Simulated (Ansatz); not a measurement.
Input for Ansatz (development build ahead of 0.2.0):

```yaml
crystal:
  periodic: [false, false, false]
  atoms:
    - { symbol: C, position_ang: [0.0, 0.0, 0.0] }
    - { symbol: Si, position_ang: [1.05245, 1.40327, 3.03818] }
basis:
  gaussian: { orbitals: STO-3G }
hamiltonian:
  xc: hf
correlation:
  method: fci
  frozen_orbitals: { C: 1, Si: 5 }
```

The input is written out in the form of the current development build from the run's settings.

Results

```
Converged    : yes
Total energy : -322.70027 hartree
State        : lowest singlet root, of any spatial symmetry
```

Caution: another spin multiplicity may lie lower.
